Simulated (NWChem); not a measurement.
**Correlation energy of nitrogen trifluoride (F₃N)**

```xyz
4

F      0.6162    -0.1189     1.0658
N     -0.0032     0.4745     0.0000
F      0.6162    -0.1189    -1.0658
F     -1.2298    -0.1314     0.0000
```
Charge 0, spin multiplicity 1.

Everything below was run with NWChem. Structure: optimised with B3LYP/def2-SVP, a minimum by its harmonic frequencies.

Basis set: def2-SVP. Each correlation energy counts from its own Hartree-Fock reference.

The correlated methods keep 4 core orbitals frozen. No row is a measurement; the coupled-cluster row has its own basis-set and correlation limits.

Problem. One of these methods gave a correlation energy of -759.1 mHa. Which?
(A) CR-CCSD[T]
(B) CCSD+T(CCSD)
(C) MP2
(D) CR-CCSD(T)

Solution. A, CR-CCSD[T]. The others give -757.5 (CR-CCSD(T)), -763.9 (CCSD+T(CCSD)), -730.9 (MP2).
